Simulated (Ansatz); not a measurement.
# AlFH2O: the cost of one run

Method: RKS PBE/def2-SVP, in Ansatz 0.2.0.

## Step 1: Starting point

Bond lengths: Al1–H2 1.560 Å, Al1–O3 1.780 Å, O3–H4 1.010 Å, Al1–F5 1.690 Å. Angles: H2–Al1–O3 120.0°, H2–Al1–F5 120.0°, O3–Al1–F5 120.0°, Al1–O3–H4 109.5°.

Structure file:

```xyz
5

Al    0.0000    0.0000    0.0000
H     0.0000    0.0000    1.5600
O     1.5415    0.0000   -0.8900
H     1.8414   -0.9519   -1.0449
F    -1.4635    0.0000   -0.8450
```

## Step 2: Relaxing the start

Contents of input.yaml:

```yaml
crystal:
  periodic: [false, false, false]
  atoms:
    - { symbol: Al, position_ang: [0.0, 0.0, 0.0] }
    - { symbol: H, position_ang: [0.0, 0.0, 1.56] }
    - { symbol: O, position_ang: [1.5415, 0.0, -0.89] }
    - { symbol: H, position_ang: [1.8414, -0.9519, -1.0449] }
    - { symbol: F, position_ang: [-1.4635, 0.0, -0.845] }
basis:
  gaussian: { orbitals: def2-SVP }
hamiltonian:
  xc: pbe
relax:
  f_tol: 0.02
  max_steps: 40
```

Started as:

```console
$ ansatz run input.yaml --threads 1 --pin off --max-ram 2048MiB --backend cpu --events-out ev --progress --plain --runs-dir out
```

**Question.** How long does this run take on 1 thread of Arm Neoverse V1, shared host, and how much memory does it need?

About 14 s, with a peak of 0.12 GiB.
